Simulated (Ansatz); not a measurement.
# AlFH4Si: ionisation energy by level of theory

The task here is to estimate one member of a computed series from the others.

Method: unrestricted cation, the program's frozen cores in correlated methods; program: Ansatz 0.2.0, Gaussian basis.

Plan: UKS PBE-D4/def2-TZVPP; UKS r2SCAN-D4/def2-TZVPP; UKS PBE0-D4/def2-TZVPP; UKS B3LYP-D4/def2-TZVPP; UKS wB97X-V/def2-TZVPP; UKS wB97M-V/def2-TZVPP; UKS B2PLYP/def2-TZVPP; UHF-CCSD(T)/def2-TZVPP; UHF-MP2/def2-QZVPP; extrapolation to the limit; then −ε(HOMO) from the neutral's earlier runs with LDA (SPW92), PBE-D4, revPBE-D4, BLYP-D4, r2SCAN-D4, B97M-V, PBE0-D4, B3LYP-D4, r2SCANh-D4, r2SCAN0-D4, HSE06-D4, BHLYP-D4, CAM-B3LYP-D4, LC-ωPBE, ωB97X-V, ωB97M-V.

## The geometry

All runs share one geometry, relaxed beforehand with PBE0-D4 in a triple-zeta def2 set.

SMILES `F[SiH2][AlH2]`, 7 atoms, charge 0, spin multiplicity 1.

Atoms are counted from 1 here; the program's logs count them from 0.

Bond lengths: F1–Si2 1.613 Å, Si2–Al3 2.468 Å, Si2–H4 1.492 Å, Si2–H5 1.492 Å, Al3–H6 1.587 Å, Al3–H7 1.589 Å. Angles: F1–Si2–Al3 111.5°, F1–Si2–H4 107.0°, F1–Si2–H5 107.0°, Al3–Si2–H4 112.3°, Al3–Si2–H5 112.2°, H4–Si2–H5 106.5°, Si2–Al3–H6 121.9°, Si2–Al3–H7 118.2°, H6–Al3–H7 119.9°.

Coordinates:

```mol
AlFH4Si
  3D, bonds by distance, orders not assigned

  7  6  0  0  0  0  0  0  0  0999 V2000
   -2.1946    0.1451    0.0510 F   0  0
   -0.7865   -0.2442   -0.6327 Si  0  0
    1.1168    0.3049    0.8395 Al  0  0
   -0.8479   -1.6991   -0.9581 H   0  0
   -0.7200    0.4802   -1.9355 H   0  0
    0.9093    0.9639    2.2677 H   0  0
    2.5841   -0.0189    0.3223 H   0  0
  1  2  8  0
  2  3  8  0
  2  4  8  0
  2  5  8  0
  3  6  8  0
  3  7  8  0
M  END
```

The first run:

File in.yaml:

```yaml
crystal:
  periodic: [false, false, false]
  atoms:
    - {symbol: F, position_ang: [-2.194578, 0.145068, 0.051040]}
    - {symbol: Si, position_ang: [-0.786483, -0.244198, -0.632679]}
    - {symbol: Al, position_ang: [1.116771, 0.304900, 0.839507]}
    - {symbol: H, position_ang: [-0.847869, -1.699066, -0.958097]}
    - {symbol: H, position_ang: [-0.719953, 0.480172, -1.935465]}
    - {symbol: H, position_ang: [0.909301, 0.963926, 2.267669]}
    - {symbol: H, position_ang: [2.584111, -0.018901, 0.322324]}
basis:
  gaussian: {orbitals: def2-TZVPP}
total_charge: 1
magnetization: {spin_polarized: true, initial_magnetization: 1}
hamiltonian: {xc: pbe, dispersion: d4}
```

Started as:

```bash
$ ansatz run in.yaml --threads 2 --pin off --events-out ev --progress --plain --max-ram 4352MiB
```

Steps of the session up to this table: Cation, UKS PBE-D4/def2-TZVPP; Cation, UKS r2SCAN-D4/def2-TZVPP; Cation, UKS PBE0-D4/def2-TZVPP; Cation, UKS B3LYP-D4/def2-TZVPP; Cation, UKS wB97X-V/def2-TZVPP; Cation, UKS wB97M-V/def2-TZVPP; Cation, UKS B2PLYP (frozen core)/def2-TZVPP; Cation, UHF-CCSD(T)/def2-TZVPP; Cation, UHF-MP2/def2-QZVPP.

One table of the session follows, with a row left open; its other results are not shown here.

For comparison, −ε(HOMO) of the neutral from earlier runs:

| functional | −ε(HOMO) (eV) |
| --- | --- |
| LDA (SPW92) | 6.59 |
| PBE-D4 | 6.52 |
| revPBE-D4 | 6.48 |
| BLYP-D4 | 6.40 |
| r2SCAN-D4 | 6.78 |
| B97M-V | 6.86 |
| PBE0-D4 | 7.65 |
| B3LYP-D4 | ? |
| r2SCANh-D4 | 7.19 |
| r2SCAN0-D4 | 7.82 |
| HSE06-D4 | 7.26 |
| BHLYP-D4 | 8.70 |
| CAM-B3LYP-D4 | 8.94 |
| LC-ωPBE | 10.23 |
| ωB97X-V | 9.91 |
| ωB97M-V | 9.65 |

Q: Estimate the row for B3LYP-D4 from the others.

Worked estimate for «−ε(HOMO) (eV)». Against the share of exact exchange, BLYP-D4 (0, 6.40), BHLYP-D4 (0.5, 8.70) give a slope of 4.60 per unit share; at 0.2 the line stands at 7.32.

The run gave: −ε(HOMO) (eV): 7.47. In «−ε(HOMO) (eV)» the line misses by -0.15.
